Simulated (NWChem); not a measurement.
**disulfur (S₂)**

```
S
S 1 1.9039
```
Charge 0, spin multiplicity 3.

The numbers come from NWChem runs, not from measurements. Structure: optimised with UPBE0/def2-SVP, a minimum by its harmonic frequencies.

The unpaired electrons of the parent sit in orbitals of symmetry b2g and b3g (D2h labels of the run); other states weren't searched. No SCF solution was tested for a lower state. Open-shell Hartree-Fock references start from PBE0 orbitals.

Worked example. At CCSD(T)/def2-TZVP the molecule has a total energy of -795.44113 Ha and the free atoms (multiplicities S 3) S -397.64490 Ha. The electronic atomisation energy is the atoms' sum less the molecule's energy.

2·(-397.64490) = -795.28980 Ha for the atoms; less the molecule's energy this leaves 0.15133 Ha, or 95.0 kcal/mol (397 kJ/mol), without zero-point, thermal or spin-orbit terms.
